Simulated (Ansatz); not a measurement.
The reference is Ag in the fcc (Cu type) structure (space group Fm-3m, No. 225; a = 4.149 Å).

The values are results of PBE, PAW, 420 eV (Ansatz, an electronic-structure program; no SOC), not measurements.

One thing is altered: Rh takes the place of Ag on all its sites, then cell and atoms are relaxed.

Measured lattice parameter a: Ag 4.062 Å (static lattice; corrected from measurement; as listed in Daniel Mejia-Rodriguez, S. B. Trickey, Phys. Rev. B (2018)); Rh 3.794 Å (static lattice; corrected from measurement; as listed in Daniel Mejia-Rodriguez, S. B. Trickey, Phys. Rev. B (2018)).

Problem. How well does PBE reproduce the measured shift?

Solution. With PBE the lattice parameter a moves by -0.319 Å (4.149 → 3.830) against -0.268 Å measured.

No phonon test of stability was made. All final runs are without spin polarisation.
